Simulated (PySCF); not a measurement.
Fill in the blanks.

Species: C2H4O (triplet state).
InChI=1S/C2H4O/c1-3-2/h1H,2H3

| property | level | value |
| --- | --- | --- |
| rotational constants A, B, C | PBE0-D3(BJ)/def2-SVP | ? |
| dipole moment | PBE0-D3(BJ)/def2-SVP | ? |
| isotropic g value | unrestricted B3LYP/IGLO-III on C O, pcH-1 on H, mean-field spin–orbit | 2.00255 |
| spin squared ⟨S²⟩ | unrestricted B3LYP/IGLO-III on C O, pcH-1 on H | ? |
| largest isotropic hyperfine couplings (means over sets of like nuclei) | unrestricted B3LYP/IGLO-III on C O, pcH-1 on H | 13C +298.9, 1H +93.8, 13C +50.3, 17O -45.9, 1H +3.0 (×3) MHz |

Gas-phase values; electronic properties from PySCF, density fitting. Isolated species at its PBE0-D3(BJ)/def2-SVP geometry, gas phase. This triplet need not be the ground state; the singlet was not compared here. Couplings of like nuclei are plain means over topologically equivalent atoms, as if these changed places fast (by rotation of a methyl-like group, say); in this geometry the members of some sets differ.

Problem. What are the rotational constants A, B, C?

Solution. 55.105, 11.068, 10.067 GHz.

Problem. Give the spin squared ⟨S²⟩.

Solution. 2.005.

Problem. The dipole moment?

Solution. 1.88 D.

⟨S²⟩ is 0.005 above the pure-spin value S(S + 1) = 2.00. g_iso is shifted by about +230 ppm from the free-electron value 2.002319. In atomic units the dipole is 0.74 e·bohr (1 au = 2.5417 D).
